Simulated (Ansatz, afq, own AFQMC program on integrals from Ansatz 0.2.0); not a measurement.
GeH4O, singlet: AFQMC among the cluster methods

```xyz
6

Ge    0.0000   -0.0077    0.2554
O     0.0000    0.0877   -1.1955
H     1.2597   -0.7562    0.7328
H     0.0000    1.4476    0.7302
H    -1.2597   -0.7562    0.7328
H     0.0000   -0.7714   -1.6222
```

Connectivity, by distances: GeH3–OH.

Basis 6-31G. Only valence electrons are correlated. Ansatz 0.2.0 and our own AFQMC program on the same integrals; the CISD trial comes from CCSD amplitudes, and released means the phaseless constraint is let go. Free projection: walkers drawn from exp(T), propagated without any constraint. Its projection time is finite, and what remains of the start isn't in its error. Uncertainties: one standard error, sampling alone. No spin–orbit coupling.

Determinant: RHF, the one that the program's search chose, which needn't be the lowest solution. The geometry is a point of a scan.

No full CI on the walks' own integrals is used here. The released AFQMC energy serves as the reference, which it does only where one determinant dominates, the energy is flat over the last release times and near the phaseless one (40 meV or 2 meV an electron, half that with transition metals). On small molecules, where full CI could be run and the noise was under 10 meV, such values lay within 10 meV of it in 19 cases of 20, a flattering rate, since the rule was set on those same cases; what remains of the bias isn't in the error bar.

Cautions: no relativity below Rb; no spin-orbit coupling; inner d shell frozen; the released value is read at 2.40 1/Eh with a noise of 11 meV, more than in the cases checked (meV from the phaseless value at times in 1/Eh: 0 ± 10 at 0.24, -14 ± 8 at 0.51, -2 ± 9 at 0.99, 0 ± 12 at 1.62, -7 ± 11 at 2.40).

* T1 diagnostic: 0.0096
* weight of the determinant in the CISD state: 0.920
* size of the correlated space: 14 electrons in 31 orbitals

```json
{"level": "MP2", "correlation energy (eV)": "-4.8026"}
{"level": "CCSD", "correlation energy (eV)": "-5.3116"}
{"level": "CCSD(T)", "correlation energy (eV)": "-5.3811"}
```

Problem. Estimate where phaseless AFQMC with the Hartree–Fock trial lies against CCSD(T) on the same integrals.

Solution. 1.99 ± 2.73 mEh below CCSD(T). The gap is under twice the noise, so this walk alone can't tell the two apart.

Reference: AFQMC with the constraint released, correlation energy -5.412 ± 0.011 eV.

```tsv
level	E − E(reference) (mEh)	share of correlation (%)
CCSD(T)	1.12 ± 0.40	99.44
ph-AFQMC/HF	-0.86 ± 2.76	100.43
ph-AFQMC/CISD	0.25 ± 0.52	99.88
free AFQMC	-0.17 ± 0.58	100.08
```

Free projections are given only where their last times agree within the noise and don't stop above the reference; a slow remainder of the start can still hide under it. A walk keeps the symmetry of its determinant, which the program's search chose and which needn't be the lowest solution, so a lower state of the same spin and another symmetry isn't excluded. Released energies are given only where the last usable release times agree within the noise; a slower fall can still hide under it.
